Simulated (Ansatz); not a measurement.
Program: Ansatz. Geometries: PBE0-D4/def2-TZVP. ΔE: electronic, gas phase. CCSD(T)/CBS adds triple-zeta CCSD(T) − MP2 to the extrapolated MP2 energy (def2 sets, frozen cores). This one scheme is used for every species. DFT in def2-TZVPP. Triplets are unrestricted, without spin–orbit coupling.

`C[C@@]1(F)C[C@H]1F` → `F[C@H]1C[C@@H]1F` + `[CH2]` (triplet)  (formal loss of a carbene)

| level | ΔE (kJ/mol) |
| --- | --- |
| PBE | 455.6 |
| CCSD/def2-TZVPP | 435.6 |

(1) What does CCSD(T)/CBS give? (Best estimate.)

Largest T1 diagnostic among the species: 0.011.

Results:

(1) Computed: +459.0 kJ/mol. The listed levels differ from it by -3.4, -23.4 kJ/mol.

From PBE to PBE0 (25 % exact exchange), in def2-TZVPP and without D4, ΔE moves by −7.0 kJ/mol. The D4 term adds +11.1 kJ/mol with B3LYP and +6.0 kJ/mol with PBE0; it sums over pairs of atoms, weighted by their polarisabilities, and B3LYP, whose exchange is more repulsive, gets the larger term. In def2-TZVPP, CCSD(T) changes the Hartree–Fock value by +138.8 kJ/mol (the triples alone add +11.7 kJ/mol) and MP2 by +152.2 kJ/mol.

B3LYP here is the variant with VWN-RPA as its local correlation; programs differ in this.
